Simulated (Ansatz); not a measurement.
System: hcp Tc. Method: PBE (Ansatz, an electronic-structure program, plane waves, PAW).

Run with plane-wave cutoff 520 eV, 24×24×12 k mesh (along the axes of the cell as run), Fermi–Dirac smearing 0.05 eV, no spin polarisation, scalar-relativistic PAW data made under PBE.

Results at a series of volumes:

```
V (Å³/atom)  E − E_lowest (meV/atom)  P (GPa)
-----------  -----------------------  -------
13.862                         23.27    13.40
14.151                          5.60     6.33
14.439                          0.00     0.00
14.728                          5.21    -5.68
15.017                         20.10   -10.75
```

Fit the third-order Birch–Murnaghan equation and give B0 and B′.

V0 = 14.439 Å³/atom, B0 = 300 GPa, B′ = 4.5 (fit to the energies at full precision).

Shape and atoms are relaxed at each volume.

Measured, for comparison: bulk modulus 303 GPa (zero-point energy and finite temperature contributions removed; as tabulated in doi:10.1021/acs.jctc.3c00612). Computed (rounded) less measured: bulk modulus -1.0 %.

Note: the bulk modulus comes from volumes at which shape and atoms were relaxed.

Static lattice: no zero-point or thermal effects.
